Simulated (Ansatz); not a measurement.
**quartet AlNH2Cl at 6 levels**

We compute a comparison of 6 runs (UHF/STO-3G, UB3LYP/6-31G*, U-r2SCAN/aug-cc-pVDZ, UBHLYP/aug-cc-pVDZ, UPBE0/aug-cc-pVDZ, UCCSD/aug-cc-pVDZ) of quartet AlNH2Cl. 

The results are computed with Ansatz 0.2.0.

71 further runs of the same task are left out: 71 set aside as unsound or not needed.

## (1) The structure to begin with

AlNH2Cl: 5 atoms, total charge 0, spin state quartet. As SMILES of the parent species, `[NH2][Al][Cl]`. The shape is that of a PBE0-D4/def2-TZVP optimisation. This is one conformer, not always the lowest. That shape belongs to the parent species and isn't relaxed for this state.

Bond lengths: N1–Al2 1.765 Å, Al2–Cl3 2.116 Å, N1–H4 1.007 Å, N1–H5 1.009 Å. Angles: N1–Al2–Cl3 116.7°, Al2–N1–H4 124.9°, Al2–N1–H5 124.1°, H4–N1–H5 111.0°.

## (2) The energy at UHF/STO-3G (run 1)

in.yaml

```yaml
crystal:
  periodic: [false, false, false]
  atoms:
    - {symbol: "N", position_ang: [-0.549400, 0.461700, -0.232000]}
    - {symbol: Al, position_ang: [0.402600, -0.291600, 1.049100]}
    - {symbol: Cl, position_ang: [1.907000, -1.649700, 0.440800]}
    - {symbol: H, position_ang: [-1.293600, 1.123300, -0.083500]}
    - {symbol: H, position_ang: [-0.416600, 0.282700, -1.215900]}
basis:
  gaussian:
    orbitals: STO-3G
accuracy: high
hamiltonian:
  xc: hf
magnetization:
  spin_polarized: true
  initial_magnetization: 3
output: {orbitals: {seedname: orbitals}}
```

Started as:

```bash
$ ansatz run in.yaml --threads 1 --pin off --max-ram 3480MiB --events-out events.jsonl --progress --plain --runs-dir runs
```

Log:

```text
Warning: RAYON_NUM_THREADS=1 ignored (pool sized by the plan → 1); use --threads N
Functional definition: HF
  name "HF"
  exchange = exact_x
  correlation = 0
452 factors; integrals over basis functions are off by at most 2.1e-8 eV
mean field evaluation 1: about -20361.7416 eV, gradient 1.2e1 eV
mean field evaluation 2: about -20361.8093 eV, gradient 1.2e1 eV
mean field evaluation 4: about -20363.5315 eV, gradient 1.3e0 eV
mean field evaluation 8: about -20363.5640 eV, gradient 1.7e-2 eV
mean field -20363.56398851 eV, -748.3471736582 hartree, gradient 1.8e-8 eV, S^2 3.758635; 0 other end points of the search recorded, 0 dependent functions left out
reference -20363.56398851 eV, -748.3471736582 hartree; 21, 18 occupied and 4, 7 virtual orbitals, 452 factors
Total energy: -20363.56398851 eV, -748.3471736582 hartree
```

Run time: 0.34 s. Hardware: 1 thread of Arm Neoverse N1, shared host.

## (3) A single-point energy at UB3LYP/6-31G(d) (spherical functions) (run 2)

in.yaml

```yaml
crystal:
  periodic: [false, false, false]
  atoms:
    - {symbol: N, position_ang: [-0.549400, 0.461700, -0.232000]}
    - {symbol: Al, position_ang: [0.402600, -0.291600, 1.049100]}
    - {symbol: Cl, position_ang: [1.907000, -1.649700, 0.440800]}
    - {symbol: H, position_ang: [-1.293600, 1.123300, -0.083500]}
    - {symbol: H, position_ang: [-0.416600, 0.282700, -1.215900]}
basis:
  gaussian:
    orbitals: 6-31G_st_-spherical.json
magnetization:
  spin_polarized: true
  initial_magnetization: 3
hamiltonian:
  xc: {name: B3LYP}
accuracy: high
output: {orbitals: {seedname: orbitals}}
```

The basis set 6-31G* is read from a file made from the Basis Set Exchange's data (not shown).

Started as:

```bash
$ ansatz run in.yaml --threads 1 --pin off --max-ram 3480MiB --events-out events.jsonl --progress --plain --runs-dir runs
```

Log:

```text
Warning: RAYON_NUM_THREADS=1 ignored (pool sized by the plan → 1); use --threads N
Functional definition: B3LYP
  name "B3LYP"
  parameter a0 = 0.2
  parameter ax = 0.72
  parameter ac = 0.81
  exchange = (1 - a0 - ax)*slater_x + ax*b88_x + a0*exact_x
  correlation = (1 - ac)*vwn_rpa_c + ac*lyp_c
1105 factors; integrals over basis functions are off by at most 6.7e-9 eV
mean field evaluation 1: about -20628.0320 eV, gradient 4.4e1 eV
mean field evaluation 2: about -20577.1595 eV, gradient 9.0e1 eV
mean field evaluation 4: about -20635.3502 eV, gradient 2.1e1 eV
mean field evaluation 8: about -20638.3639 eV, gradient 1.2e0 eV
mean field evaluation 16: about -20638.4785 eV, gradient 3.4e-3 eV
mean field evaluation 32: about -20638.4785 eV, gradient 4.9e-8 eV
mean field -20638.47852305 eV, -758.4500964590 hartree, gradient 4.9e-8 eV, S^2 3.754004; 5 other end points of the search recorded, 0 dependent functions left out
reference -20638.47855690 eV, -758.4500977027 hartree; 21, 18 occupied and 33, 36 virtual orbitals, 1105 factors
Total energy: -20638.47855690 eV, -758.4500977027 hartree
```

It took 15 s on 1 thread of Arm Neoverse N1, shared host; peak memory 0.21 GiB.

Runs 3 to 5 aren't shown in full; the table further down has their settings and results.

## (4) A single-point energy at UCCSD/aug-cc-pVDZ (run 6)

job.yaml

```yaml
crystal:
  periodic: [false, false, false]
  atoms:
    - symbol: N
      position_ang: [-0.549400, 0.461700, -0.232000]
    - symbol: Al
      position_ang: [0.402600, -0.291600, 1.049100]
    - symbol: Cl
      position_ang: [1.907000, -1.649700, 0.440800]
    - symbol: H
      position_ang: [-1.293600, 1.123300, -0.083500]
    - symbol: H
      position_ang: [-0.416600, 0.282700, -1.215900]
basis:
  gaussian:
    orbitals: aug-cc-pVDZ
magnetization:
  spin_polarized: true
  initial_magnetization: 3
correlation:
  method: ccsd
  frozen_orbitals: {Al: 5, Cl: 5, H: 0, "N": 1}
accuracy: high
scf:
  omitted_lower_state_checks: [cluster_reference, increment]
```

Started as:

```bash
$ ansatz run job.yaml --threads 1 --pin off --max-ram 3480MiB --events-out events.jsonl --progress --plain --runs-dir runs
```

Log:

```text
Warning: RAYON_NUM_THREADS=1 ignored (pool sized by the plan → 1); use --threads N
[... 17 lines left out ...]
11 core orbitals not correlated: weight in the atoms' cores, before any rotation towards them, 1.000 or more for the frozen orbitals, at most 0.000 for the correlated occupied ones
[... 27 lines left out ...]
Total energy: -20608.30573326 eV, -757.3412668860 hartree
Checks for a lower state left out: cluster_reference, increment
```

Wall time 86 s (1 thread of Arm Neoverse N1, shared host); peak memory 1 GiB.

## (5) All runs side by side

| run | level | frozen core orbitals | energy (Eh) | HOMO energy (eV) | ⟨S²⟩ | wall time |
| --- | --- | --- | --- | --- | --- | --- |
| 1 | UHF/STO-3G | – | -748.347174 | -0.07 | 3.759 | 0.34 s |
| 2 | UB3LYP/6-31G* (spherical functions) | – | -758.450098 | -2.54 | 3.754 | 15 s |
| 3 | U-r2SCAN/aug-cc-pVDZ | – | -758.395780 | -2.35 | 3.756 | 62 s |
| 4 | UBHLYP/aug-cc-pVDZ | – | -758.447505 | -3.62 | 3.756 | 26 s |
| 5 | UPBE0/aug-cc-pVDZ | – | -758.148469 | -3.03 | 3.755 | 38 s |
| 6 | UCCSD/aug-cc-pVDZ | 11 | -757.341267 | – | 3.760 | 86 s |

## (6) Outcome

| quantity | value |
| --- | --- |
| run 6: total energy | -757.34127 Eh |
| run 6: correlation energy (11 core orbitals frozen) | -359.0 mEh |
| run 6: ⟨S²⟩ of the reference determinant | 3.760 |
| run 6: T1 diagnostic | 0.015 |

**Reading.** Totals of different functionals can't be ranked against each other. In run 1 the basis is minimal, so the values are rough. All runs together took 3.8 min, the longest 86 s.
